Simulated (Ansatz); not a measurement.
Energy needed to pull apart CHNO (SMILES N#CO), closed shell, into free ground-state atoms, from the structure below (displaced at random from a GFN2-xTB minimum); no zero-point or spin–orbit terms; open-shell atoms are treated unrestricted, in their ground-state multiplicity.

```json
{"atom": "N1", "x (Å)": "-1.3710", "y (Å)": "-0.1977", "z (Å)": "0.8514"}
{"atom": "C2", "x (Å)": "-0.4720", "y (Å)": "0.2866", "z (Å)": "0.4058"}
{"atom": "O3", "x (Å)": "0.5280", "y (Å)": "0.4837", "z (Å)": "-0.5121"}
{"atom": "H4", "x (Å)": "1.1728", "y (Å)": "-0.2884", "z (Å)": "-0.6142"}
```

Computed with Ansatz 0.2.0 (basis: def2-TZVPP); correlated methods freeze the cores.

```json
{"method": "PBE-D4", "atomization energy (kJ/mol)": "1758"}
{"method": "r2SCAN-D4", "atomization energy (kJ/mol)": "1645"}
{"method": "PBE0-D4", "atomization energy (kJ/mol)": "1657"}
{"method": "CAM-B3LYP-D4", "atomization energy (kJ/mol)": "1662"}
{"method": "wB97X-V", "atomization energy (kJ/mol)": "1654"}
{"method": "wB97M-V", "atomization energy (kJ/mol)": "?"}
{"method": "HF", "atomization energy (kJ/mol)": "?"}
{"method": "MP2", "atomization energy (kJ/mol)": "1665"}
{"method": "CCSD", "atomization energy (kJ/mol)": "1535"}
{"method": "CCSD(T)", "atomization energy (kJ/mol)": "1585"}
```

Question: What does wB97M-V give? (To be estimated.)

Answer: Computed: 1664 kJ/mol, which is about 79 kJ/mol more than CCSD(T)/def2-TZVPP.

Question: What does HF give? (Judge from chemistry; the value comes from the calculation.)

Answer: By the calculation: 957 kJ/mol, which is about 628 kJ/mol less than CCSD(T)/def2-TZVPP.

In triple zeta the MP2 and coupled-cluster atomization energies are still short of their basis limit by a few kcal/mol a bond, whereas those of the functionals are nearly converged, so these differences are not deviations from converged CCSD(T).

No T1 diagnostic of these runs exceeds 0.015.

For scale, one of the runs: CCSD(T)/def2-TZVPP forces, 107 basis functions (an equivalent command: `ansatz run in.yaml --threads 4`). Hardware: 4 CPU threads, shared host. Wall time 8.5 s; peak host memory 0.69 GiB.
